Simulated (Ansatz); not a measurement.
Relaxation of BHS (3 atoms, charge 0, multiplicity 1), to a largest force component of 0.02 eV/Å in at most 50 steps.

Computed with RKS B3LYP/6-31G* (Ansatz 0.2.0).

```xyz
3
Properties=species:S:1:pos:R:3
B -0.041 -0.016 0.143
S 0.395 0.147 -1.380
H 0.774 0.289 -2.699
```

Question: Where does it end, and by what steps?

Answer: It converged. The force dipped under the threshold on the way, but the program's further checks kept it going. After 14 steps the energy has fallen by 1.347 eV; S2 moved furthest, 0.75 Å.

```json
{"step": "0", "energy less start (eV)": "0.0000", "largest force component (eV/Å)": "6.104", "accepted": "yes"}
{"step": "1", "energy less start (eV)": "-0.3453", "largest force component (eV/Å)": "3.194", "accepted": "yes"}
{"step": "2", "energy less start (eV)": "-0.5322", "largest force component (eV/Å)": "0.209", "accepted": "yes"}
{"step": "3", "energy less start (eV)": "-0.5341", "largest force component (eV/Å)": "0.064", "accepted": "yes"}
{"step": "4", "energy less start (eV)": "-0.5343", "largest force component (eV/Å)": "0.009", "accepted": "yes"}
{"step": "5", "energy less start (eV)": "-0.5343", "largest force component (eV/Å)": "0.013", "accepted": "yes"}
{"step": "6", "energy less start (eV)": "-0.5343", "largest force component (eV/Å)": "0.018", "accepted": "yes"}
{"step": "7", "energy less start (eV)": "-0.5345", "largest force component (eV/Å)": "0.037", "accepted": "yes"}
{"step": "8", "energy less start (eV)": "-0.5439", "largest force component (eV/Å)": "0.224", "accepted": "yes"}
{"step": "9", "energy less start (eV)": "-0.7027", "largest force component (eV/Å)": "0.703", "accepted": "yes"}
{"step": "10", "energy less start (eV)": "-0.9959", "largest force component (eV/Å)": "0.903", "accepted": "yes"}
{"step": "11", "energy less start (eV)": "-1.2237", "largest force component (eV/Å)": "0.942", "accepted": "yes"}
{"step": "12", "energy less start (eV)": "-1.2927", "largest force component (eV/Å)": "1.332", "accepted": "yes"}
{"step": "13", "energy less start (eV)": "-1.3464", "largest force component (eV/Å)": "0.105", "accepted": "yes"}
{"step": "14", "energy less start (eV)": "-1.3468", "largest force component (eV/Å)": "0.009", "accepted": "yes"}
```

```xyz
3
Properties=species:S:1:pos:R:3
B 0.079 0.333 -0.057
S 0.337 -0.544 -1.656
H 0.713 0.630 -2.224
```

Whether the end is a true minimum wasn't checked by a vibrational analysis.

Run time: 15 s on 1 CPU thread of a shared host.
